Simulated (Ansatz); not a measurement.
Species: CHCl3, SMILES `ClC(Cl)Cl` (charge 0, multiplicity 1).

Question: Give a relaxed geometry from PBE0-D3(BJ)/def2-TZVP run with Ansatz (an electronic-structure program).

Answer: the end point of this relaxation (outside a Z-matrix the atoms follow the SMILES, hydrogens last).
Bonded distances (Å): Cl1–C2 1.759, C2–Cl3 1.759, C2–Cl4 1.759, C2–H5 1.085. Bond angles (°): Cl1–C2–Cl3 111.2, Cl1–C2–Cl4 111.2, Cl1–C2–H5 107.7, Cl3–C2–Cl4 111.2, Cl3–C2–H5 107.7, Cl4–C2–H5 107.7.
